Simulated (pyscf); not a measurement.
**Routes from Cl–B(Cl)–Cl (SMILES ClB(Cl)Cl) + SiH₄ (SMILES [SiH4])**

Candidate steps break at most two bonds and form at most two. Each was searched with GFN2-xTB (tblite) first. Structures and frequencies: ωB97X-D3(BJ)/def2-SVP in PySCF. Energies: ωB97M-D3(BJ)/def2-TZVP, kcal/mol, from the separated reactants, singlet surface; ΔG‡ with ideal gas, 1 atm, RRHO with modes under 100 cm⁻¹ raised to 100, one conformer, R ln 2 for chiral ones without a mode under 150 cm⁻¹.

```
products                             type   ΔE‡     ΔE  ΔG‡ 298 K  ΔG‡ 900 K  ν‡ (cm⁻¹)
-------------------  --------------------  ----  -----  ---------  ---------  ---------
H₃Si–Cl + Cl–BH–Cl   four-centre exchange  22.1   -4.2       34.0       54.1       294i
HCl + H₃Si–B(Cl)–Cl  four-centre exchange  46.4  +23.2       54.8       72.0       875i
```

Plain bond fissions and candidates not yet searched are not listed, and one of them may be faster. Each barrier is that of the saddle found; lower ones may exist.
